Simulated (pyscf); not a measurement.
Cl–GeH: [singlet] + H₂ -> Cl–GeH₃, an insertion (singlet surface; H–H broken, Ge–H, Ge–H formed). PySCF, gas phase, ωB97X-D3(BJ)/def2-SVP geometries. Energies in kJ/mol from the separated reactants.

Small-basis levels: PySCF, no dispersion term, spherical d functions. AM1 to PM7: differences of heats of formation from MOPAC, which are fitted to 298 K values and so differ in kind from electronic energies by zero-point and thermal terms. GFN2-xTB: tblite. Cost: rough CPU time at the saddle relative to B3LYP/6-31G*+LANL2DZ, from one job on a shared machine.

```csv
level,barrier,reaction energy,cost
HF/3-21G,212.2,-125.8,0.2
BP86/6-31G*+LANL2DZ,124.0,-113.1,1
PBE/6-31G*+LANL2DZ,116.0,-119.2,2
B3LYP/STO-3G,63.8,-295.8,1
B3LYP/6-31G*+LANL2DZ,___,-114.9,1
M06-2X/6-31G*+LANL2DZ,149.3,-127.4,2
PBE/def2-SVP,87.0,-125.0,2
B3LYP/def2-SVP,118.7,-118.6,2
GFN2-xTB,152.9,-48.2,under 0.02
AM1,78.8,-112.3,under 0.02
PM3,35.0,-129.9,under 0.02
PM6,___,-18.2,under 0.02
ωB97M-D3(BJ)/def2-TZVP,___,-123.3,–
```

Task: Some entries are withheld; supply them.

Result: 
- B3LYP/6-31G*+LANL2DZ, barrier: 147.3
- PM6, barrier: 168.0
- ωB97M-D3(BJ)/def2-TZVP, barrier: 125.4

Against the last row the barrier runs from -90.5 (PM3) to +86.8 kJ/mol (HF/3-21G). ωB97M-D3(BJ)/def2-TZVP has limits of its own. The same reactants have a lower exit, to Cl–GeH: [singlet] + H₂ (barrier +64.2 kJ/mol at ωB97M-D3(BJ)/def2-TZVP, against +125.4 kJ/mol here). One saddle was located; it need not be the lowest between these sides. In the def2 sets elements up to Kr have no core potential.
